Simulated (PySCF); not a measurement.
# Gas-phase thermal properties of CH3OCH3

Energies from PySCF (xtb for GFN2), thermal terms from the rigid-rotor harmonic-oscillator model, ideal gas at 1 bar. Table values come from the NASA 1993 polynomials. 6-31G* has spherical d functions here. All species are closed-shell singlets. B3LYP is the form with VWN-RPA correlation. The harmonic model lacks anharmonicity and excited electronic states, which grow with temperature; levels with a mode under 35 cm⁻¹ are left out. Internal rotation in CH3OCH3 is treated as a harmonic vibration of one conformer, which makes the entropy rough.

```
level           point group  σ  ZPE (kJ/mol)  S°298 (J/mol/K)  Cp298 (J/mol/K)  S°1000 (J/mol/K)  H1000 − H298 (kJ/mol)
--------------  -----------  -  ------------  ---------------  ---------------  ----------------  ---------------------
table                     -  -             -            267.4             65.8             388.8                   75.8
B3LYP/6-31G*            C2v  2         210.9            263.6             62.0             383.5                   75.5
GFN2-xTB                C2v  2         203.1            264.7             63.5             387.9                   77.5
HF/6-31G*               C2v  2         226.2            262.5             59.4             376.0                   71.6
PBE/def2-SVP            C2v  2         202.5            264.1             63.5             387.9                   77.8
PBE0/def2-TZVP          C2v  2         209.5            264.2             62.4             385.0                   76.0
```
σ: rotational symmetry number. Electronic degeneracy used: 1. Frequencies are unscaled.
